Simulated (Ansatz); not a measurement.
Input file:

```yaml
crystal:
  periodic: [false, false, false]
  atoms:
    - {symbol: B, position_ang: [0.000000, 0.000000, -0.724202]}
    - {symbol: Be, position_ang: [0.000000, 0.000000, 2.637798]}
    - {symbol: H, position_ang: [0.000000, 0.000000, -1.913597]}
basis:
  gaussian: {orbitals: "6-31++G**", fitting: {mean_field: def2-universal-jkfit}}
magnetization: {spin_polarized: true, initial_magnetization: 2}
hamiltonian: {pseudopotentials: {relativity: none}}
correlation: {method: mp2, electrons: outside_noble_gas}
multiplicity: 3
output: {forces: true}
```

```sh
$ ansatz run in.yaml --threads 1 --pin off --events-out ev --progress --plain --max-ram 2393MiB
```

Task: One thing in this input was set wrong on purpose, beside settings that are merely unusual. What is the gravest fault, and what does the program do?

Result: Unknown input key. How the run ends: refused.
```
Error: YAML parse error: error: line 12 column 1: unknown field `multiplicity`, expected one of crystal, accuracy, basis, kpoints, hamiltonian, magnetization, projection, total_charge, correlation, batch, efield, external_charges, scf, relax, neb, saddle, md, ramp, phonons, dielectric, real_time, elastic, magnetic_configurations, gw, evaluate, workflow, output, checkpoint, execution
  --> <input>:12:1
   |
10 | hamiltonian: {pseudopotentials: {relativity: none}}
11 | correlation: {method: mp2, electrons: outside_noble_gas}
12 | multiplicity: 3
   | ^ unknown field `multiplicity`, expected one of crystal, accuracy, basis, kpoints, hamiltonian, magnetization, projection, total_charge, correlation, batch, efield, external_charges, scf, relax, neb, saddle, md, ramp, phonons, dielectric, real_time, elastic, magnetic_configurations, gw, evaluate, workflow, output, checkpoint, execution
13 | output: {forces: true}
   |
```
